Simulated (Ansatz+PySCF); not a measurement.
Results of a calculation; reference values are marked as such.
This PySCF input gave a total energy of -238.20974 hartree.

```python
from pyscf import gto, scf, mp

mol = gto.M(atom="""
C 0.502810 -0.010420 -0.047460
H 1.093850 0.676860 0.610890
H 1.113790 -0.608370 -0.613260
F -0.310630 0.806010 -0.743560
F -0.263350 -0.818040 0.783420
""", basis='def2-svp', charge=0, spin=0)
mf = scf.RHF(mol)
mf.kernel()
pt = mp.MP2(mf, frozen=3).run()
print(mf.e_tot, pt.e_corr, pt.e_tot)
```

(1) Write an input for Ansatz with the same method and basis set.

## Answers

(1)

```yaml
crystal:
  periodic: [false, false, false]
  atoms:
    - { symbol: C, position_ang: [0.50281, -0.01042, -0.04746] }
    - { symbol: H, position_ang: [1.09385, 0.67686, 0.61089] }
    - { symbol: H, position_ang: [1.11379, -0.60837, -0.61326] }
    - { symbol: F, position_ang: [-0.31063, 0.80601, -0.74356] }
    - { symbol: F, position_ang: [-0.26335, -0.81804, 0.78342] }
basis:
  gaussian: { orbitals: def2-SVP }
hamiltonian:
  xc: hf
correlation:
  method: mp2
  frozen_orbitals: { C: 1, F: 1, H: 0 }
scf:
  omitted_lower_state_checks: [stability, starts, atomic_configurations, cluster_reference, orbital_swaps, given_window_search, neighbouring_geometries, increment]
```

Ansatz (development build ahead of 0.2.0) gave -238.20973 hartree, 0.11 meV from the first.
